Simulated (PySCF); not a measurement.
Stepwise substitution at one centre (B Cl-OH). Isolated molecules, 0 K electronic values unless said otherwise. One relaxed conformer stands for each flexible species; it need not be the lowest. Strings in code marks are SMILES.

Level of theory: PBE-D3(BJ)/def2-TZVP // PBE0-D3(BJ)/def2-TZVP run with PySCF. Excitations are Tamm–Dancoff values on a coarser integration grid. The basis has no diffuse functions, so Rydberg states are missing or too high.

```
species                              S1 excitation (TDA) (eV)  S1 oscillator strength  HOMO–LUMO gap (eV)
-----------------------------------  ------------------------  ----------------------  ------------------
0 of 3 Cl replaced by OH                                 5.12                   0.000                5.04
1 of 3 Cl replaced by OH                                 6.33                   0.000                6.26
2 of 3 Cl replaced by OH                                 7.37                   0.024                7.32
3 of 3 Cl replaced by OH (`OB(O)O`)                      6.76                   0.001                6.70
```
